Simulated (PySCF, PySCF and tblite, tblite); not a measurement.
# C4H8O2: a path driven as ring inversion, and NMR exchange

How fast is ring inversion in C4H8O2 (`C1COCCO1`), and when do the exchanging lines merge?

Programs: PySCF 2.14.0 with density-fitted response routines of our own, and tblite 0.8.0. All values are computed, except where a source is named. Atoms count from 0 throughout.

## 1. The molecule as given

14 atoms, charge 0, multiplicity 1; geometry from: force field or distance geometry start.

Bonds of the start (Å): C0–C1 1.53, C0–H6 1.10, C0–H7 1.09, C0–O5 1.43, C1–H8 1.09, C1–H9 1.08, C1–O2 1.45, C3–C4 1.53, C3–H10 1.09, C3–H11 1.08, C4–H12 1.09, C4–H13 1.09, C4–O5 1.44, O2–C3 1.43.

## 2. GFN2-xTB relaxation, start minimum

What the job is given:

```
{"job": {"xc": "GFN2-xTB", "basis": "xTB", "kind": "relax"}, "charge": 0, "multiplicity": 1}
C     -1.124800    -0.796400    -0.232300
C     -1.210300     0.606600     0.377400
O      0.010700     0.894200     1.109000
C      1.131700     0.800700     0.219400
C      1.203300    -0.604200    -0.383200
O     -0.007500    -0.898900    -1.111800
H     -2.034800    -0.996400    -0.818900
H     -1.036600    -1.557000     0.549600
H     -2.036900     0.662600     1.090400
H     -1.349800     1.365000    -0.381800
H      2.031500     0.997300     0.810000
H      1.038100     1.558100    -0.547100
H      2.035800    -0.664900    -1.082700
H      1.348800    -1.367300     0.380000
```

The run is started by

```sh
> OMP_NUM_THREADS=1 python ens_run.py task.json out
```

One launch serves the whole session.

Standard output:

```text
step      E/eV     max force
  0    -565.03868    1.293
  1    -565.09002    0.278
  2    -565.09829    0.251
  3    -565.10834    0.252
  4    -565.11673    0.241
  5    -565.11992    0.118
  6    -565.12092    0.077
  7    -565.12145    0.061
  8    -565.12173    0.039
  9    -565.12184    0.025
 10    -565.12191    0.024
 11    -565.12199    0.023
 12    -565.12208    0.026
 13    -565.12216    0.020
 14    -565.12222    0.016
 15    -565.12224    0.012
 16    -565.12226    0.012
 17    -565.12227    0.011
 18    -565.12229    0.014
 19    -565.12231    0.011
 20    -565.12232    0.007
 21    -565.12233    0.006
 22    -565.12233    0.004
 23    -565.12233    0.003
```

Wall time 0.12 s (1 thread of Arm Neoverse V1, shared host).

Gain 0.084 eV; displacement 0.03 Å root mean square.

## 3. Relaxed scan, ring torsion 0 driven

What the job is given:

```
{"job": {"xc": "GFN2-xTB", "basis": "xTB", "coordinate": [["t", [5, 0, 1, 2], 1.0]], "kind": "drive"}, "charge": 0, "multiplicity": 1}
C     -1.117664    -0.792208    -0.236126
C     -1.189315     0.602503     0.390753
O      0.001393     0.895395     1.091183
C      1.117702     0.792413     0.232485
C      1.189484    -0.602701    -0.393409
O     -0.001033    -0.895088    -1.094411
H     -1.997890    -0.989828    -0.848965
H     -1.044563    -1.546988     0.561713
H     -1.998825     0.661465     1.119104
H     -1.348448     1.349801    -0.401557
H      1.998064     0.990883     0.844761
H      1.043688     1.546261    -0.566113
H      1.999584    -0.662761    -1.121159
H      1.347146    -1.349618     0.399576
```

Standard output:

```text
point  coordinate     E/eV
  0    -43.800     -565.07308
  1    -29.800     -564.96067
  2    -15.300     -564.83939
  3     -0.500     -564.75635
  4     14.400     -564.73888
  5     29.100     -564.78233
  6     43.600     -564.85367
  7     57.500     -564.90734
```

Wall time 0.92 s (1 thread of Arm Neoverse V1, shared host).

The highest point is number 4, 7.7 kcal/mol above the first.

## 4. Relaxed scan, ring torsion 3 driven

What the job is given:

```
{"job": {"xc": "GFN2-xTB", "basis": "xTB", "coordinate": [["t", [2, 3, 4, 5], 1.0]], "kind": "drive"}, "charge": 0, "multiplicity": 1}
C     -1.119790    -0.576828    -0.519550
C     -1.120163     0.381385     0.666345
O     -0.071925     1.329866     0.573331
C      1.053595     0.851014    -0.141190
C      1.192339    -0.662848    -0.024382
O      0.075309    -1.335029    -0.578946
H     -1.246585    -0.005487    -1.451060
H     -1.940569    -1.292881    -0.433602
H     -1.022381    -0.193050     1.599469
H     -2.053458     0.948572     0.700577
H      1.928626     1.349808     0.282372
H      0.968643     1.128801    -1.202237
H      2.071044    -1.010568    -0.572970
H      1.306436    -0.938117     1.034628
```

Standard output:

```text
point  coordinate     E/eV
  0     49.400     -564.88016
  1     36.200     -564.81554
  2     22.700     -564.75746
  3      8.900     -564.73729
  4     -4.900     -564.77444
  5    -18.600     -564.86444
  6    -31.900     -564.97966
  7    -44.900     -565.07987
  8    -57.300     -565.12216
```

Run time: 0.94 s. Hardware: 1 thread of Arm Neoverse V1, shared host.

The highest point is number 3, 3.3 kcal/mol above the first.

## 5. Nudged elastic band, leg 1

What the job is given:

```
{"job": {"xc": "GFN2-xTB", "basis": "xTB", "kind": "neb"}, "charge": 0, "multiplicity": 1}
C     -1.117664    -0.792208    -0.236126
C     -1.189315     0.602503     0.390753
O      0.001393     0.895395     1.091183
C      1.117702     0.792413     0.232485
C      1.189484    -0.602701    -0.393409
O     -0.001033    -0.895088    -1.094411
H     -1.997890    -0.989828    -0.848965
H     -1.044563    -1.546988     0.561713
H     -1.998825     0.661465     1.119104
H     -1.348448     1.349801    -0.401557
H      1.998064     0.990883     0.844761
H      1.043688     1.546261    -0.566113
H      1.999584    -0.662761    -1.121159
H      1.347146    -1.349618     0.399576
```

Standard output:

```text
image   E - E0 / eV
  0       0.0000
  1       0.0577
  2       0.2044
  3       0.3501
  4       0.3828
  5       0.2832
  6       0.2098
```

It took 0.96 s on 1 thread of Arm Neoverse V1, shared host.

The highest point is number 4, 8.8 kcal/mol above the first.

## 6. Saddle search, leg 1

What the job is given:

```
{"job": {"xc": "GFN2-xTB", "basis": "xTB", "kind": "saddle"}, "charge": 0, "multiplicity": 1}
C     -1.128269    -0.665089    -0.441232
C     -1.151267     0.477998     0.599206
O      0.059098     1.178256     0.840446
C      1.123337     0.853397    -0.021577
C      1.243191    -0.660276    -0.141330
O      0.134638    -1.176113    -0.838909
H     -1.621094    -0.331919    -1.362617
H     -1.710953    -1.504231    -0.038577
H     -1.466036     0.082078     1.572110
H     -1.902143     1.212837     0.278492
H      2.012309     1.289235     0.436830
H      0.973718     1.292309    -1.019697
H      2.117010    -0.948672    -0.728143
H      1.316461    -1.099811     0.864999
```

Standard output:

```text
step      E/eV     max force
  0    -564.73950   0.0380
  1    -564.73678   0.0945
  2    -564.73782   0.0338
  3    -564.73705   0.0260
  4    -564.73683   0.0581
  5    -564.73712   0.0114
  6    -564.73713   0.0000
lowest wavenumbers (cm-1): -229.7 57.1 309.8 454.9 479.3 685.9
```

Run time: 1.2 s. Hardware: 1 thread of Arm Neoverse V1, shared host.

Point group C2; 1 imaginary mode, 230i cm⁻¹, carried by C1, C0, H8, H6. Steps downhill from it reached both ends.

## 7. Nudged elastic band, leg 2

What the job is given:

```
{"job": {"xc": "GFN2-xTB", "basis": "xTB", "kind": "neb"}, "charge": 0, "multiplicity": 1}
C     -1.119790    -0.576828    -0.519550
C     -1.120163     0.381385     0.666345
O     -0.071925     1.329866     0.573331
C      1.053595     0.851014    -0.141190
C      1.192339    -0.662848    -0.024382
O      0.075309    -1.335029    -0.578946
H     -1.246585    -0.005487    -1.451060
H     -1.940569    -1.292881    -0.433602
H     -1.022381    -0.193050     1.599469
H     -2.053458     0.948572     0.700577
H      1.928626     1.349808     0.282372
H      0.968643     1.128801    -1.202237
H      2.071044    -1.010568    -0.572970
H      1.306436    -0.938117     1.034628
```

Standard output:

```text
image   E - E0 / eV
  0       0.0000
  1       0.0917
  2       0.1721
  3       0.1315
  4      -0.0120
  5      -0.1623
  6      -0.2098
```

It took 0.55 s on 1 thread of Arm Neoverse V1, shared host.

The highest point is number 2, 4.0 kcal/mol above the first.

## 8. Saddle search, leg 2

What the job is given:

```
{"job": {"xc": "GFN2-xTB", "basis": "xTB", "kind": "saddle"}, "charge": 0, "multiplicity": 1}
C     -1.166213    -0.659575    -0.432732
C     -1.195957     0.459962     0.598554
O     -0.205897     1.408888     0.280534
C      1.068037     0.865235    -0.033469
C      1.196092    -0.673371    -0.122675
O     -0.000089    -1.427392    -0.246071
H     -1.191703    -0.223083    -1.442082
H     -2.001664    -1.351019    -0.311208
H     -1.024284     0.031542     1.597437
H     -2.143502     1.001043     0.591750
H      1.774033     1.220162     0.728652
H      1.357432     1.312823    -0.991748
H      1.830996    -0.908518    -0.988088
H      1.702719    -1.056699     0.771148
```

Standard output:

```text
step      E/eV     max force
  0    -564.74044   0.0550
  1    -564.73680   0.0769
  2    -564.73677   0.0564
  3    -564.73713   0.0091
  4    -564.73713   0.0044
  5    -564.73709   0.0158
  6    -564.73713   0.0022
lowest wavenumbers (cm-1): -229.6 57.8 310.0 454.9 479.4 686.0
```

Run time: 1.2 s. Hardware: 1 thread of Arm Neoverse V1, shared host.

Point group C2; 1 imaginary mode, 230i cm⁻¹, carried by C4, C3, H13, H11. Steps downhill from it reached both ends.

## 9. Shieldings, start: B3LYP/pcSseg-1

What the job is given:

```
{"job": {"kind": "nmr", "xc": "B3LYP", "basis": "pcSseg-1", "pop": false}, "charge": 0, "multiplicity": 1}
C     -1.117664    -0.792208    -0.236126
C     -1.189315     0.602503     0.390753
O      0.001393     0.895395     1.091183
C      1.117702     0.792413     0.232485
C      1.189484    -0.602701    -0.393409
O     -0.001033    -0.895088    -1.094411
H     -1.997890    -0.989828    -0.848965
H     -1.044563    -1.546988     0.561713
H     -1.998825     0.661465     1.119104
H     -1.348448     1.349801    -0.401557
H      1.998064     0.990883     0.844761
H      1.043688     1.546261    -0.566113
H      1.999584    -0.662761    -1.121159
H      1.347146    -1.349618     0.399576
```

Standard output:

```text
coarse grid: 11480 points
cycle   1  E = -307.4547842391  dE =  8.131e-01  |g| = 7.772e-01  |ddm| = 3.223e+00
cycle   2  E = -307.2882334920  dE =  1.666e-01  |g| = 1.241e+00  |ddm| = 1.644e+00
cycle   3  E = -307.5595665324  dE = -2.713e-01  |g| = 9.321e-02  |ddm| = 1.125e+00
cycle   4  E = -307.5610914476  dE = -1.525e-03  |g| = 2.748e-02  |ddm| = 7.016e-02
cycle   5  E = -307.5612594499  dE = -1.680e-04  |g| = 1.050e-02  |ddm| = 2.954e-02
cycle   6  E = -307.5612832073  dE = -2.376e-05  |g| = 6.322e-04  |ddm| = 9.224e-03
cycle   7  E = -307.5612833055  dE = -9.818e-08  |g| = 4.773e-05  |ddm| = 7.269e-04
final grid: 110224 points
cycle   8  E = -307.6314930850  dE = -3.501e-05  |g| = 7.758e-03  |ddm| = 2.216e-02
cycle   9  E = -307.6314793821  dE =  1.370e-05  |g| = 1.169e-02  |ddm| = 1.106e-02
cycle  10  E = -307.6315050707  dE = -2.569e-05  |g| = 1.085e-03  |ddm| = 6.654e-03
cycle  11  E = -307.6315053042  dE = -2.336e-07  |g| = 1.995e-04  |ddm| = 1.090e-03
cycle  12  E = -307.6315053120  dE = -7.780e-09  |g| = 3.122e-05  |ddm| = 1.864e-04
cycle  13  E = -307.6315053122  dE = -1.787e-10  |g| = 4.909e-06  |ddm| = 3.154e-05
converged SCF energy = -307.6315053122

GIAO shielding tensors (ppm)
atom      isotropic    diamagn.    paramagn.     s11        s22        s33       span
  0 C      108.623     245.785    -137.163     87.093     99.003    139.771     52.678
  1 C      108.632     245.774    -137.142     87.104     99.018    139.775     52.672
  2 O      285.924     396.615    -110.690    231.646    295.779    330.349     98.702
  3 C      108.621     245.782    -137.161     87.107     99.033    139.723     52.616
  4 C      108.600     245.789    -137.190     87.083     99.014    139.703     52.620
  5 O      285.911     396.612    -110.701    231.612    295.740    330.380     98.768
  6 H       28.171      29.283      -1.112     24.588     26.934     32.990      8.402
  7 H       28.005      30.166      -2.161     23.638     27.425     32.953      9.315
  8 H       28.172      29.286      -1.114     24.588     26.937     32.991      8.403
  9 H       28.006      30.164      -2.158     23.637     27.427     32.955      9.318
 10 H       28.172      29.286      -1.114     24.586     26.938     32.992      8.405
 11 H       28.007      30.165      -2.158     23.642     27.425     32.954      9.312
 12 H       28.169      29.282      -1.113     24.584     26.936     32.989      8.405
 13 H       28.007      30.170      -2.163     23.643     27.425     32.953      9.310
```

It took 11 s on 1 thread of Arm Neoverse V1, shared host; peak memory 0.71 GiB.

In short: HOMO -6.63 eV, LUMO 1.39 eV; dipole 0.00 D.

[end of part 1 of 2]
